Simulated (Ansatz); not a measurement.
A nudged elastic band was laid between two geometries of BFH5N (8 atoms, charge 0, multiplicity 1).

The calculation used RKS PBE-D4/def2-SVP in Ansatz 0.2.0.

```json
{
 "movable images": "9",
 "climbing image": "yes",
 "spring": "5.0 eV/Å²",
 "optimiser": "quadratic models (default)",
 "start path": "through a guess of the saddle point",
 "force threshold": "0.05 eV/Å",
 "iteration limit": "60",
 "end points": "relaxed"
}
```

Image 0:

```xyz
8
Properties=species:S:1:pos:R:3
B 0.033 -0.124 0.170
F 0.218 0.682 1.299
H 0.985 -0.131 -0.622
H -1.090 -0.039 -0.347
N 0.044 -1.677 0.793
H -0.137 -2.374 0.057
H 0.952 -1.897 1.229
H -0.682 -1.780 1.519
```

Image 10:

```xyz
8
Properties=species:S:1:pos:R:3
B 0.104 -0.559 -0.332
F -0.405 0.246 2.280
H 1.114 0.092 -0.494
H -0.973 -0.247 -0.793
N 0.192 -1.757 0.412
H -0.586 -2.416 0.488
H 1.083 -2.146 0.728
H -0.206 -0.554 1.809
```

Question: What changes between the two ends?

Answer: Bonds broken: B1–F2, N5–H8. Bonds formed: F2–H8. BFH5N becomes BH4N + FH.

Question: What energy profile does the band end with?

Answer: It converged. The highest image is number 7 of 0 to 10, 27.7 kcal/mol above the first end and 5.2 kcal/mol above the last; the last end lies 22.5 kcal/mol above the first. A vibrational analysis at the climbing image gives one clearly imaginary mode, 411i cm⁻¹: a first-order saddle point. The orbitals stay closed-shell, which can raise the energy where a bond breaks towards radicals; this wasn't checked here.

```tsv
image	path coordinate (Å)	energy (kcal/mol)	B1–F2 (Å)	N5–H8 (Å)	F2–H8 (Å)
0	0.00	0.0	1.40	1.03	2.63
1	0.33	0.3	1.40	1.03	2.50
2	0.67	0.8	1.40	1.03	2.39
3	1.00	1.2	1.40	1.03	2.31
4	1.34	1.7	1.41	1.03	2.14
5	1.67	6.4	1.46	1.05	1.72
6	2.00	19.9	1.61	1.19	1.33
7	2.34	27.7	1.85	1.49	1.05
8	2.63	25.4	2.17	1.70	0.97
9	2.93	23.1	2.51	1.85	0.95
10	3.23	22.5	2.78	1.89	0.95
```

Question: What is the geometry of the highest image?

Answer: 
```xyz
8
Properties=species:S:1:pos:R:3
B 0.048 -0.404 -0.023
F -0.313 0.277 1.654
H 1.101 0.129 -0.309
H -0.973 -0.175 -0.640
N 0.144 -1.755 0.627
H -0.581 -2.448 0.422
H 1.066 -2.198 0.677
H -0.168 -0.765 1.690
```

Question: What are the harmonic wavenumbers there?

Answer: 411i, 438, 466, 696, 707, 770, 922, 985, 1087, 1126, 1129, 1234, 1531, 2154, 2519, 2622, 3475, 3568 cm⁻¹.

Time of the run: 84 s on 1 thread of Intel(R) Xeon(R) Platinum 8488C (Sapphire Rapids) (shared host), peak memory 0.14 GiB.
